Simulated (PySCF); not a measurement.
# BH5S, an adduct: interaction energy, part 3 of 3

PySCF 2.14.0. Atoms count from 0, parts from 1.

## 8. Coupled-cluster interaction energy: CCSD(T) and MP2, 1.78 Å

The job: settings as JSON, then the geometry in Å.

```
{"job": {"kind": "intercc", "basis": "aug-cc-pVDZ", "basis_mid": "aug-cc-pVTZ", "basis_large": "aug-cc-pVQZ"}, "charge": 0, "multiplicity": 1, "parts": [{"atoms": "0-3", "charge": 0, "multiplicity": 1}, {"atoms": "4-6", "charge": 0, "multiplicity": 1}]}
B     -0.105291    -0.088745     0.776753
H     -0.968904    -0.821133     0.372220
H     -0.297072     1.094445     0.627652
H      1.031319    -0.428766     0.554080
S     -0.129424    -0.189957     2.552118
H     -0.175840    -1.512901     2.795904
H     -1.430228    -0.029380     2.857989
```

Method: CCSD(T)/aug-cc-pVDZ and MP2/aug-cc-pVTZ, aug-cc-pVQZ counterpoise interaction energy, frozen core, gas phase.

Output:

```text
part 1, own basis, geometry of the cluster: E = -26.3836310796 (as before)

part 2, own basis, geometry of the cluster: E = -398.7136542214 (as before)

part 1, own basis, relaxed alone: E = -26.4002571458 (as before)

part 2, own basis, relaxed alone: E = -398.7137498320 (as before)

cluster
final grid: 5816 points
cycle   1  E = -425.0762125391  dE = -1.365e-01  |g| = 1.887e-01  |ddm| = 5.163e+00
cycle   2  E = -425.0944746313  dE = -1.826e-02  |g| = 7.139e-02  |ddm| = 8.750e-01
cycle   3  E = -425.0978767258  dE = -3.402e-03  |g| = 3.248e-02  |ddm| = 2.719e-01
cycle   4  E = -425.0986913618  dE = -8.146e-04  |g| = 4.620e-03  |ddm| = 2.514e-01
cycle   5  E = -425.0987106540  dE = -1.929e-05  |g| = 9.325e-04  |ddm| = 4.036e-02
cycle   6  E = -425.0987112249  dE = -5.709e-07  |g| = 2.481e-04  |ddm| = 5.228e-03
cycle   7  E = -425.0987112728  dE = -4.796e-08  |g| = 6.444e-05  |ddm| = 1.645e-03
cycle   8  E = -425.0987112762  dE = -3.420e-09  |g| = 1.901e-05  |ddm| = 3.092e-04
cycle   9  E = -425.0987112766  dE = -3.677e-10  |g| = 4.327e-06  |ddm| = 1.259e-04
converged SCF energy = -425.0987112766

part 1 in the basis of the cluster
final grid: 5816 points
cycle   1  E = -26.3836854261  dE = -5.454e-05  |g| = 1.393e-03  |ddm| = 1.176e+00
cycle   2  E = -26.3836859479  dE = -5.219e-07  |g| = 1.609e-04  |ddm| = 1.353e-01
cycle   3  E = -26.3836859590  dE = -1.106e-08  |g| = 1.462e-05  |ddm| = 1.713e-02
cycle   4  E = -26.3836859591  dE = -1.451e-10  |g| = 1.806e-06  |ddm| = 5.405e-04
converged SCF energy = -26.3836859591

part 2 in the basis of the cluster
final grid: 5816 points
cycle   1  E = -398.7137929497  dE = -1.368e-04  |g| = 2.442e-03  |ddm| = 8.375e-01
cycle   2  E = -398.7137951154  dE = -2.166e-06  |g| = 3.616e-04  |ddm| = 1.073e-01
cycle   3  E = -398.7137951859  dE = -7.041e-08  |g| = 4.153e-05  |ddm| = 1.868e-02
cycle   4  E = -398.7137951870  dE = -1.190e-09  |g| = 1.209e-05  |ddm| = 1.182e-03
cycle   5  E = -398.7137951871  dE = -8.839e-11  |g| = 3.288e-06  |ddm| = 1.731e-04
converged SCF energy = -398.7137951871

Interaction energy (kcal/mol)
  counterpoise      -15.848
  uncorrected       -17.639
  dispersion part     0.000
  deformation         9.709
  binding            -6.139

Decomposition of the uncorrected value (kcal/mol)
  electrostatic     -76.897
  Pauli             175.788
  orbital           -99.785
  dispersion          0.000
  correlation       -16.745

Charge of each part in the cluster: -0.106 0.106
part 1, own basis, geometry of the cluster: E = -26.3854331810 (as before)

part 2, own basis, geometry of the cluster: E = -398.7179251756 (as before)

part 1, own basis, relaxed alone: E = -26.4020738646 (as before)

part 2, own basis, relaxed alone: E = -398.7180394865 (as before)

cluster
final grid: 5816 points
cycle   1  E = -425.0830466415  dE = -1.368e-01  |g| = 1.943e-01  |ddm| = 2.449e+00
cycle   2  E = -425.1014392406  dE = -1.839e-02  |g| = 7.363e-02  |ddm| = 6.171e-01
cycle   3  E = -425.1048631006  dE = -3.424e-03  |g| = 3.365e-02  |ddm| = 2.271e-01
cycle   4  E = -425.1057466665  dE = -8.836e-04  |g| = 4.868e-03  |ddm| = 1.509e-01
cycle   5  E = -425.1057675824  dE = -2.092e-05  |g| = 1.006e-03  |ddm| = 2.198e-02
cycle   6  E = -425.1057682395  dE = -6.571e-07  |g| = 2.702e-04  |ddm| = 3.849e-03
cycle   7  E = -425.1057682948  dE = -5.527e-08  |g| = 6.930e-05  |ddm| = 1.155e-03
cycle   8  E = -425.1057682986  dE = -3.816e-09  |g| = 2.083e-05  |ddm| = 2.791e-04
cycle   9  E = -425.1057682990  dE = -4.339e-10  |g| = 4.866e-06  |ddm| = 1.026e-04
converged SCF energy = -425.1057682990

part 1 in the basis of the cluster
final grid: 5816 points
cycle   1  E = -26.3854437237  dE = -1.092e-05  |g| = 5.847e-04  |ddm| = 6.440e-01
cycle   2  E = -26.3854437946  dE = -7.086e-08  |g| = 5.330e-05  |ddm| = 3.837e-02
cycle   3  E = -26.3854437955  dE = -9.514e-10  |g| = 3.286e-06  |ddm| = 3.540e-03
converged SCF energy = -26.3854437955

part 2 in the basis of the cluster
final grid: 5816 points
cycle   1  E = -398.7179716750  dE = -4.355e-05  |g| = 1.243e-03  |ddm| = 6.273e-01
cycle   2  E = -398.7179722210  dE = -5.460e-07  |g| = 1.624e-04  |ddm| = 5.090e-02
cycle   3  E = -398.7179722371  dE = -1.609e-08  |g| = 1.775e-05  |ddm| = 7.283e-03
cycle   4  E = -398.7179722374  dE = -2.667e-10  |g| = 3.430e-06  |ddm| = 5.041e-04
converged SCF energy = -398.7179722374

Interaction energy (kcal/mol)
  counterpoise      -17.914
  uncorrected       -18.796
  dispersion part     0.000
  deformation         9.706
  binding            -8.207

Decomposition of the uncorrected value (kcal/mol)
  electrostatic     -77.493
  Pauli             176.082
  orbital          -100.099
  dispersion          0.000
  correlation       -17.286

Charge of each part in the cluster: -0.105 0.105
part 1 in the basis of the cluster: E(HF) = -26.375238909  E2 = -0.097538504  E(CCSD corr) = -0.121937128  (T) = -0.001947195
part 2 in the basis of the cluster: E(HF) = -398.698868995  E2 = -0.159045035  E(CCSD corr) = -0.181861330  (T) = -0.005274676
cluster: E(HF) = -425.071594934  E2 = -0.275017732  E(CCSD corr) = -0.316502451  (T) = -0.009265093

Counterpoise interaction energy (kcal/mol)
  hf_small                   1.577
  mp2_small                 -9.991
  ccsd_small                -6.395
  ccsdt_small               -7.677
  hf_large                  -1.476
  mp2_large                -17.913
  hf_middle                 -0.772
  mp2_middle               -15.848
  scs_mp2_large            -13.869
  mp2_limit                -18.907
  ccsdt_less_mp2             2.314
  ccsdt_limit_estimate     -16.593
  bsse_mp2_large             0.883
```

It took 85 s on 1 thread of Arm Neoverse N1, shared host; peak memory 1 GiB.

Contacts at this geometry (a selection, picked against the atoms' radii; other short pairs can be missing):

| atoms | distance (Å) | kind (by distance and angle) | angle (°) |
| --- | --- | --- | --- |
| B0···S4 | 1.78 | bonding distance | – |

Differences are taken before rounding.

| method | interaction energy (kcal/mol) | from CCSD(T), limit estimate (kcal/mol) |
| --- | --- | --- |
| HF/aug-cc-pVDZ | 1.58 | +18.17 |
| MP2/aug-cc-pVDZ | -9.99 | +6.60 |
| CCSD/aug-cc-pVDZ | -6.39 | +10.20 |
| CCSD(T)/aug-cc-pVDZ | -7.68 | +8.92 |
| HF/aug-cc-pVQZ | -1.48 | +15.12 |
| MP2/aug-cc-pVQZ | -17.91 | -1.32 |
| SCS-MP2/aug-cc-pVQZ | -13.87 | +2.72 |
| MP2, extrapolated | -18.91 | -2.31 |
| CCSD(T), limit estimate | -16.59 | 0 |

These energies keep the parts at their geometry in the cluster; deforming them to it costs 9.71 kcal/mol (MP2).

At this geometry B0 and S4 of different parts are bonded (1.78 Å), so this energy is that of a chemical bond rather than of a weak contact.

## 9. Coupled-cluster interaction energy: CCSD(T) and MP2, 2.96 Å

The job, as its differences from that of step 8:

```diff
@@ -5,4 +5,4 @@
 H      1.031319    -0.428766     0.554080
-S     -0.129424    -0.189957     2.552118
-H     -0.175840    -1.512901     2.795904
-H     -1.430228    -0.029380     2.857989
+S     -0.145512    -0.257432     3.735695
+H     -0.191928    -1.580376     3.979481
+H     -1.446316    -0.096855     4.041566
```

Level: CCSD(T)/aug-cc-pVDZ and MP2/aug-cc-pVTZ, aug-cc-pVQZ counterpoise interaction energy, frozen core, gas phase.

Output:

```text
part 1, own basis, geometry of the cluster: E = -26.3836310796 (as before)

part 2, own basis, geometry of the cluster: E = -398.7136542214 (as before)

part 1, own basis, relaxed alone: E = -26.4002571458 (as before)

part 2, own basis, relaxed alone: E = -398.7137498320 (as before)

cluster
final grid: 5816 points
cycle   1  E = -425.1043366155  dE = -5.951e-03  |g| = 2.946e-02  |ddm| = 8.353e-01
cycle   2  E = -425.1051374169  dE = -8.008e-04  |g| = 1.156e-02  |ddm| = 1.124e-01
cycle   3  E = -425.1052982082  dE = -1.608e-04  |g| = 3.076e-03  |ddm| = 6.293e-02
cycle   4  E = -425.1053073369  dE = -9.129e-06  |g| = 6.888e-04  |ddm| = 2.175e-02
cycle   5  E = -425.1053077403  dE = -4.034e-07  |g| = 1.250e-04  |ddm| = 5.409e-03
cycle   6  E = -425.1053077525  dE = -1.218e-08  |g| = 3.584e-05  |ddm| = 7.186e-04
cycle   7  E = -425.1053077534  dE = -9.049e-10  |g| = 1.103e-05  |ddm| = 1.718e-04
converged SCF energy = -425.1053077534

part 1 in the basis of the cluster
final grid: 5816 points
cycle   1  E = -26.3836561504  dE = -2.516e-05  |g| = 9.039e-04  |ddm| = 5.991e-01
cycle   2  E = -26.3836563949  dE = -2.445e-07  |g| = 1.031e-04  |ddm| = 5.671e-02
cycle   3  E = -26.3836563994  dE = -4.456e-09  |g| = 7.548e-06  |ddm| = 6.460e-03
cycle   4  E = -26.3836563994  dE = -3.826e-11  |g| = 7.607e-07  |ddm| = 1.293e-04
converged SCF energy = -26.3836563994

part 2 in the basis of the cluster
final grid: 5816 points
cycle   1  E = -398.7137248794  dE = -6.997e-05  |g| = 1.735e-03  |ddm| = 4.410e-01
cycle   2  E = -398.7137262232  dE = -1.344e-06  |g| = 2.853e-04  |ddm| = 6.374e-02
cycle   3  E = -398.7137262720  dE = -4.871e-08  |g| = 2.975e-05  |ddm| = 1.251e-02
cycle   4  E = -398.7137262727  dE = -7.047e-10  |g| = 7.164e-06  |ddm| = 7.350e-04
converged SCF energy = -398.7137262727

Interaction energy (kcal/mol)
  counterpoise       -7.997
  uncorrected        -8.431
  dispersion part     0.000
  deformation         9.709
  binding             1.712

Decomposition of the uncorrected value (kcal/mol)
  electrostatic      -6.302
  Pauli               5.611
  orbital            -4.343
  dispersion          0.000
  correlation        -3.397

Charge of each part in the cluster: -0.032 0.032
part 1, own basis, geometry of the cluster: E = -26.3854331810 (as before)

part 2, own basis, geometry of the cluster: E = -398.7179251756 (as before)

part 1, own basis, relaxed alone: E = -26.4020738646 (as before)

part 2, own basis, relaxed alone: E = -398.7180394865 (as before)

cluster
final grid: 5816 points
cycle   1  E = -425.1103589980  dE = -6.028e-03  |g| = 3.010e-02  |ddm| = 1.257e+00
cycle   2  E = -425.1111854549  dE = -8.265e-04  |g| = 1.192e-02  |ddm| = 1.680e-01
cycle   3  E = -425.1113498908  dE = -1.644e-04  |g| = 3.437e-03  |ddm| = 5.062e-02
cycle   4  E = -425.1113615556  dE = -1.166e-05  |g| = 7.441e-04  |ddm| = 1.998e-02
cycle   5  E = -425.1113620115  dE = -4.558e-07  |g| = 1.368e-04  |ddm| = 8.144e-03
cycle   6  E = -425.1113620252  dE = -1.372e-08  |g| = 4.015e-05  |ddm| = 8.620e-04
cycle   7  E = -425.1113620262  dE = -1.065e-09  |g| = 1.212e-05  |ddm| = 2.876e-04
cycle   8  E = -425.1113620264  dE = -1.382e-10  |g| = 3.050e-06  |ddm| = 7.181e-05
converged SCF energy = -425.1113620264

part 1 in the basis of the cluster
final grid: 5816 points
cycle   1  E = -26.3854354086  dE = -2.366e-06  |g| = 2.387e-04  |ddm| = 1.512e-01
cycle   2  E = -26.3854354283  dE = -1.968e-08  |g| = 2.534e-05  |ddm| = 1.027e-02
cycle   3  E = -26.3854354287  dE = -3.550e-10  |g| = 1.963e-06  |ddm| = 1.003e-03
converged SCF energy = -26.3854354287

part 2 in the basis of the cluster
final grid: 5816 points
cycle   1  E = -398.7179480703  dE = -2.177e-05  |g| = 9.027e-04  |ddm| = 1.023e+00
cycle   2  E = -398.7179484581  dE = -3.877e-07  |g| = 1.363e-04  |ddm| = 1.274e-01
cycle   3  E = -398.7179484705  dE = -1.239e-08  |g| = 1.301e-05  |ddm| = 2.024e-02
cycle   4  E = -398.7179484706  dE = -1.491e-10  |g| = 2.156e-06  |ddm| = 9.070e-04
converged SCF energy = -398.7179484706

Interaction energy (kcal/mol)
  counterpoise       -8.126
  uncorrected        -8.315
  dispersion part     0.000
  deformation         9.706
  binding             1.580

Decomposition of the uncorrected value (kcal/mol)
  electrostatic      -6.226
  Pauli               5.616
  orbital            -4.412
  dispersion          0.000
  correlation        -3.293

Charge of each part in the cluster: -0.032 0.032
part 1 in the basis of the cluster: E(HF) = -26.375086470  E2 = -0.096810618  E(CCSD corr) = -0.121274165  (T) = -0.001897287
part 2 in the basis of the cluster: E(HF) = -398.698461123  E2 = -0.155987158  E(CCSD corr) = -0.178676348  (T) = -0.004965563
cluster: E(HF) = -425.081513123  E2 = -0.257015235  E(CCSD corr) = -0.303212342  (T) = -0.007560336

Counterpoise interaction energy (kcal/mol)
  hf_small                  -4.998
  mp2_small                 -7.645
  ccsd_small                -7.045
  ccsdt_small               -7.483
  hf_large                  -5.006
  mp2_large                 -8.126
  hf_middle                 -4.973
  mp2_middle                -7.997
  scs_mp2_large             -7.333
  mp2_limit                 -8.195
  ccsdt_less_mp2             0.162
  ccsdt_limit_estimate      -8.033
  bsse_mp2_large             0.189
```

It took 83 s on 1 thread of Arm Neoverse N1, shared host; peak memory 1 GiB.

Contacts at this geometry (a selection, picked against the atoms' radii; other short pairs can be missing):

| atoms | distance (Å) | kind (by distance and angle) | angle (°) |
| --- | --- | --- | --- |
| B0···S4 | 2.96 | inside the van der Waals sum | – |

Differences are taken before rounding.

| method | interaction energy (kcal/mol) | from CCSD(T), limit estimate (kcal/mol) |
| --- | --- | --- |
| HF/aug-cc-pVDZ | -5.00 | +3.03 |
| MP2/aug-cc-pVDZ | -7.64 | +0.39 |
| CCSD/aug-cc-pVDZ | -7.05 | +0.99 |
| CCSD(T)/aug-cc-pVDZ | -7.48 | +0.55 |
| HF/aug-cc-pVQZ | -5.01 | +3.03 |
| MP2/aug-cc-pVQZ | -8.13 | -0.09 |
| SCS-MP2/aug-cc-pVQZ | -7.33 | +0.70 |
| MP2, extrapolated | -8.20 | -0.16 |
| CCSD(T), limit estimate | -8.03 | 0 |

These energies keep the parts at their geometry in the cluster; deforming them to it costs 9.71 kcal/mol (MP2).

## 10. Coupled-cluster interaction energy: CCSD(T) and MP2, 3.95 Å

The job, as its differences from that of step 9:

```diff
@@ -5,4 +5,4 @@
 H      1.031319    -0.428766     0.554080
-S     -0.145512    -0.257432     3.735695
-H     -0.191928    -1.580376     3.979481
-H     -1.446316    -0.096855     4.041566
+S     -0.158919    -0.313661     4.722009
+H     -0.205335    -1.636605     4.965795
+H     -1.459723    -0.153084     5.027880
```

With the program's defaults for keys left out, this is: CCSD(T)/aug-cc-pVDZ and MP2/aug-cc-pVTZ, aug-cc-pVQZ counterpoise interaction energy, frozen core, gas phase.

Output:

```text
part 1, own basis, geometry of the cluster: E = -26.3836310796 (as before)

part 2, own basis, geometry of the cluster: E = -398.7136542214 (as before)

part 1, own basis, relaxed alone: E = -26.4002571458 (as before)

part 2, own basis, relaxed alone: E = -398.7137498320 (as before)

cluster
final grid: 5816 points
cycle   1  E = -425.0995105150  dE = -4.552e-04  |g| = 7.030e-03  |ddm| = 2.240e-01
cycle   2  E = -425.0995561904  dE = -4.568e-05  |g| = 2.458e-03  |ddm| = 4.417e-02
cycle   3  E = -425.0995633501  dE = -7.160e-06  |g| = 7.047e-04  |ddm| = 1.891e-02
cycle   4  E = -425.0995638916  dE = -5.414e-07  |g| = 1.423e-04  |ddm| = 5.266e-03
cycle   5  E = -425.0995639090  dE = -1.738e-08  |g| = 3.064e-05  |ddm| = 7.236e-04
cycle   6  E = -425.0995639096  dE = -6.794e-10  |g| = 8.515e-06  |ddm| = 2.210e-04
converged SCF energy = -425.0995639096

part 1 in the basis of the cluster
final grid: 5816 points
cycle   1  E = -26.3836359973  dE = -4.921e-06  |g| = 3.158e-04  |ddm| = 1.158e-01
cycle   2  E = -26.3836360439  dE = -4.661e-08  |g| = 3.895e-05  |ddm| = 1.117e-02
cycle   3  E = -26.3836360449  dE = -9.674e-10  |g| = 2.976e-06  |ddm| = 1.356e-03
converged SCF energy = -26.3836360449

part 2 in the basis of the cluster
final grid: 5816 points
cycle   1  E = -398.7136916754  dE = -3.716e-05  |g| = 1.257e-03  |ddm| = 2.130e-01
cycle   2  E = -398.7136923988  dE = -7.233e-07  |g| = 2.066e-04  |ddm| = 3.214e-02
cycle   3  E = -398.7136924238  dE = -2.508e-08  |g| = 1.947e-05  |ddm| = 6.893e-03
cycle   4  E = -398.7136924241  dE = -3.053e-10  |g| = 3.653e-06  |ddm| = 5.118e-04
converged SCF energy = -398.7136924241

Interaction energy (kcal/mol)
  counterpoise       -1.921
  uncorrected        -2.069
  dispersion part     0.000
  deformation         9.709
  binding             7.788

Decomposition of the uncorrected value (kcal/mol)
  electrostatic      -1.357
  Pauli               0.247
  orbital            -0.319
  dispersion          0.000
  correlation        -0.640

Charge of each part in the cluster: -0.004 0.004
part 1, own basis, geometry of the cluster: E = -26.3854331810 (as before)

part 2, own basis, geometry of the cluster: E = -398.7179251756 (as before)

part 1, own basis, relaxed alone: E = -26.4020738646 (as before)

part 2, own basis, relaxed alone: E = -398.7180394865 (as before)

cluster
final grid: 5816 points
cycle   1  E = -425.1055566957  dE = -4.404e-04  |g| = 7.317e-03  |ddm| = 3.615e-01
cycle   2  E = -425.1056039749  dE = -4.728e-05  |g| = 2.596e-03  |ddm| = 3.422e-02
cycle   3  E = -425.1056113616  dE = -7.387e-06  |g| = 7.875e-04  |ddm| = 1.331e-02
cycle   4  E = -425.1056120458  dE = -6.842e-07  |g| = 1.532e-04  |ddm| = 5.777e-03
cycle   5  E = -425.1056120654  dE = -1.963e-08  |g| = 3.164e-05  |ddm| = 1.190e-03
cycle   6  E = -425.1056120661  dE = -6.931e-10  |g| = 8.913e-06  |ddm| = 2.175e-04
converged SCF energy = -425.1056120661

part 1 in the basis of the cluster
final grid: 5816 points
cycle   1  E = -26.3854339569  dE = -7.893e-07  |g| = 1.326e-04  |ddm| = 1.064e-01
cycle   2  E = -26.3854339661  dE = -9.230e-09  |g| = 1.677e-05  |ddm| = 9.554e-03
cycle   3  E = -26.3854339663  dE = -1.943e-10  |g| = 1.200e-06  |ddm| = 1.085e-03
converged SCF energy = -26.3854339663

part 2 in the basis of the cluster
final grid: 5816 points
cycle   1  E = -398.7179360216  dE = -1.032e-05  |g| = 6.211e-04  |ddm| = 3.066e-01
cycle   2  E = -398.7179362344  dE = -2.128e-07  |g| = 1.016e-04  |ddm| = 3.808e-02
cycle   3  E = -398.7179362416  dE = -7.246e-09  |g| = 9.284e-06  |ddm| = 6.524e-03
cycle   4  E = -398.7179362417  dE = -7.731e-11  |g| = 1.563e-06  |ddm| = 2.340e-04
converged SCF energy = -398.7179362417

Interaction energy (kcal/mol)
  counterpoise       -1.932
  uncorrected        -1.995
  dispersion part     0.000
  deformation         9.706
  binding             7.774

Decomposition of the uncorrected value (kcal/mol)
  electrostatic      -1.352
  Pauli               0.250
  orbital            -0.311
  dispersion          0.000
  correlation        -0.581

Charge of each part in the cluster: -0.004 0.004
part 1 in the basis of the cluster: E(HF) = -26.375000033  E2 = -0.096646723  E(CCSD corr) = -0.121119687  (T) = -0.001888866
part 2 in the basis of the cluster: E(HF) = -398.698148714  E2 = -0.155422081  E(CCSD corr) = -0.178106959  (T) = -0.004898899
cluster: E(HF) = -425.075516255  E2 = -0.252846747  E(CCSD corr) = -0.299803948  (T) = -0.006912075

Counterpoise interaction energy (kcal/mol)
  hf_small                  -1.486
  mp2_small                 -1.974
  ccsd_small                -1.848
  ccsdt_small               -1.926
  hf_large                  -1.407
  mp2_large                 -1.932
  hf_middle                 -1.403
  mp2_middle                -1.921
  scs_mp2_large             -1.781
  mp2_limit                 -1.937
  ccsdt_less_mp2             0.048
  ccsdt_limit_estimate      -1.889
  bsse_mp2_large             0.063
```

It took 80 s on 1 thread of Arm Neoverse N1, shared host; peak memory 1 GiB.

Contacts at this geometry (a selection, picked against the atoms' radii; other short pairs can be missing):

| atoms | distance (Å) | kind (by distance and angle) | angle (°) |
| --- | --- | --- | --- |
| B0···S4 | 3.95 | at van der Waals distance | – |

Differences are taken before rounding.

| method | interaction energy (kcal/mol) | from CCSD(T), limit estimate (kcal/mol) |
| --- | --- | --- |
| HF/aug-cc-pVDZ | -1.49 | +0.40 |
| MP2/aug-cc-pVDZ | -1.97 | -0.09 |
| CCSD/aug-cc-pVDZ | -1.85 | +0.04 |
| CCSD(T)/aug-cc-pVDZ | -1.93 | -0.04 |
| HF/aug-cc-pVQZ | -1.41 | +0.48 |
| MP2/aug-cc-pVQZ | -1.93 | -0.04 |
| SCS-MP2/aug-cc-pVQZ | -1.78 | +0.11 |
| MP2, extrapolated | -1.94 | -0.05 |
| CCSD(T), limit estimate | -1.89 | 0 |

These energies keep the parts at their geometry in the cluster; deforming them to it costs 9.71 kcal/mol (MP2).

## 11. The curve

Counterpoise interaction energies (kcal/mol):

| B0···S4 (Å) | HF | MP2 limit | CCSD(T) estimate | time |
| --- | --- | --- | --- | --- |
| 1.78 | -1.48 | -18.91 | -16.59 | 85 s |
| 1.88 | -7.91 | -23.68 | -21.73 | 85 s |
| 1.98 | -11.01 | -25.20 | -23.58 | 85 s |
| 2.08 | -12.13 | -24.80 | -23.48 | 79 s |
| 2.17 | -12.10 | -23.32 | -22.25 | 85 s |
| 2.47 | -9.47 | -16.84 | -16.32 | 84 s |
| 2.96 | -5.01 | -8.20 | -8.03 | 83 s |
| 3.95 | -1.41 | -1.94 | -1.89 | 80 s |

## 12. What came out

What follows sums up all 3 parts.

| quantity | value |
| --- | --- |
| point group | Cs |
| rotational constants (main isotopes) | 67.34, 11.05, 10.95 GHz |
| CCSD(T) estimate at 1.78 Å | -16.59 kcal/mol |
| CCSD(T) estimate at 1.88 Å | -21.73 kcal/mol |
| CCSD(T) estimate at 1.98 Å | -23.58 kcal/mol |
| CCSD(T) estimate at 2.08 Å | -23.48 kcal/mol |
| CCSD(T) estimate at 2.17 Å | -22.25 kcal/mol |
| CCSD(T) estimate at 2.47 Å | -16.32 kcal/mol |
| CCSD(T) estimate at 2.96 Å | -8.03 kcal/mol |
| CCSD(T) estimate at 3.95 Å | -1.89 kcal/mol |

What this shows: Relaxing lowered the energy by 0.048 eV in 4 steps; the close pair that moved most is B0–S4, from 2.024 to 1.976 Å. No frequency check was run at this level, so the end point may be a saddle. At 1.98 Å B0 and S4 of different parts are bonded (1.98 Å), so this energy is that of a chemical bond rather than of a weak contact. Along the rigid scan the CCSD(T) estimate is lowest at 1.98 Å (-23.58 kcal/mol), where MP2 at the limit misses it by -1.62 and Hartree-Fock by +12.57.
